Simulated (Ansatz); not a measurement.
**SiH+ (triplet): wave-function methods side by side at distance Si1–H2 = 2.849 Å, cc-pVQZ**

How much of the correlation energy of SiH+ (triplet) does each wave-function method recover here?

The runs use Ansatz 0.2.0, Gaussian basis; cc-pVQZ, correlated electrons: outside noble gas.

Plan: UHF; CCSD(T) on ROHF; CCSD(T) on UHF; BCCD(T) on ROHF; CCSDT(Q) on ROHF; CCSDT(Q) on UHF; CASSCF and NEVPT2, 4 electrons in 5 orbitals; Full CI.

### 1 What is computed

The geometry derives from a PBE0/def2-TZVP stationary point (not a proven minimum). One bond is set to the value named and the two fragments are kept rigid.

2 atoms, charge 1, spin multiplicity 3.

Atoms are counted from 1 here; the program's logs count them from 0.

No contacts short enough for the rule that draws bonds.

In the tables R marks a restricted open-shell determinant and U an unrestricted one; 'valence' is the active space of 4 electrons in 5 orbitals; correlation energies count from the lowest restricted Hartree-Fock solution.

### 2 UHF

File in.yaml:

```yaml
crystal:
  periodic: [false, false, false]
  atoms:
    - {symbol: Si, position_ang: [0.000000, 0.000000, 0.000000]}
    - {symbol: H, position_ang: [0.000000, 0.000000, 2.849000]}
basis:
  gaussian: {orbitals: cc-pVQZ}
total_charge: 1
magnetization: {spin_polarized: true, initial_magnetization: 2}
hamiltonian: {xc: hf}
output: {orbitals: {seedname: orbitals}}
```

Command:

```sh
$ ansatz run in.yaml --threads 1 --pin off --events-out ev --progress --plain --max-ram 2393MiB
```

After this run come: CCSD(T) on ROHF; CCSD(T) on UHF; BCCD(T) on ROHF; CCSDT(Q) on ROHF; CCSDT(Q) on UHF; CASSCF and NEVPT2, 4 electrons in 5 orbitals; Full CI.

Before running them: what should the planned runs give, taken together? Wanted: correlation energy, FCI; RMP2 from FCI; UMP2 from FCI; RCCSD from FCI; RCCSD(T) from FCI; UCCSD(T) from FCI; RCCSDT(Q) from FCI; UCCSDT(Q) from FCI; NEVPT2 valence from FCI.

**Answer**, as computed:

| quantity | value |
| --- | --- |
| correlation energy, FCI | -1.8592 eV |
| RMP2 from FCI | +11.12 kcal/mol |
| UMP2 from FCI | +11.33 kcal/mol |
| RCCSD from FCI | +1.26 kcal/mol |
| RCCSD(T) from FCI | +0.28 kcal/mol |
| UCCSD(T) from FCI | +0.27 kcal/mol |
| RCCSDT(Q) from FCI | -0.01 kcal/mol |
| UCCSDT(Q) from FCI | -0.02 kcal/mol |
| NEVPT2 valence from FCI | +7.62 kcal/mol |
| levels of the table within 1 kcal/mol (43 meV) | RCCSD(T), UCCSD(T), BCCD(T), RCCSDT, UCCSDT, RCCSDT(Q), UCCSDT(Q) |
| T1 diagnostic | 0.025 |
| effectively unpaired electrons | 2.05 |

RCCSD(T) misses by +0.28 kcal/mol, 0.7 % of the correlation energy. One determinant dominates. These misses are within one basis, not against nature; the frozen cores of restricted and unrestricted runs differ, which can shift their rows.
